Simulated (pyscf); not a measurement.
Insertion: F–Ga [singlet] + hydrogen (H₂) → F–GaH₂

Gas phase, singlet surface, charge 0. Bonds broken: H3–H4. Bonds formed: Ga1–H3, Ga1–H4. Single points on ωB97X-D3(BJ)/def2-SVP structures (PySCF, gas phase).

Transition state (Å):

```xyz
4

Ga     0.9703     1.0447    -0.3952
F      1.4559     1.5546    -1.9829
H     -0.0151     0.4055     0.5722
H     -0.7274     0.2677    -0.6706
```

One imaginary mode, 1735i cm⁻¹; descent along it reached the two sides named.

```json
[
 {"bond": "H3–H4", "change": "breaks", "reactant side (Å)": "0.761", "saddle": "1.439", "product side": "2.8"},
 {"bond": "Ga1–H3", "change": "forms", "reactant side (Å)": "4.5", "saddle": "1.522", "product side": "1.556"},
 {"bond": "Ga1–H4", "change": "forms", "reactant side (Å)": "3.8", "saddle": "1.887", "product side": "1.556"}
]
```

Electronic energies relative to the separated reactants (kcal/mol):

```
level                   barrier  reaction energy  reverse barrier
----------------------  -------  ---------------  ---------------
ωB97X-D3(BJ)/def2-TZVP     79.5             -2.1             81.7
PBE/def2-TZVP              72.0             +3.4             68.6
r²SCAN/def2-TZVP           71.8             -1.4             73.2
B3LYP-D3(BJ)/def2-TZVP     79.1             +4.7             74.4
PBE0-D3(BJ)/def2-TZVP      74.4             -0.7             75.2
M06-2X/def2-TZVP           80.1             +1.4             78.7
ωB97M-D3(BJ)/def2-TZVP     81.0             +2.1             78.8
HF/def2-TZVP               90.6             -2.0             92.6
```

With ωB97M-D3(BJ)/def2-TZVP energies and thermal terms (ideal gas, 1 atm, RRHO with modes under 100 cm⁻¹ raised to 100, one conformer, R ln 2 for chiral ones without a mode under 150 cm⁻¹), in kcal/mol:

```
T (K)   ΔH‡    ΔG‡    ΔH     ΔG
-----  ----  -----  ----  -----
298    79.5   86.7  +3.0  +10.6
600    78.9   94.2  +2.5  +18.4
900    78.7  101.9  +2.7  +26.4
1200   78.8  109.7  +3.1  +34.2
```

The same reactants have a lower exit, to GaH [singlet] + HF (highest point, the separated products, at +41.6 kcal/mol at ωB97M-D3(BJ)/def2-TZVP, against +81.0 kcal/mol here). One saddle was located; it need not be the lowest between these sides. One closed-shell reference is unstable to symmetry breaking; treat the single-reference values with care. Elements up to Kr have no core potential and no relativistic terms here.
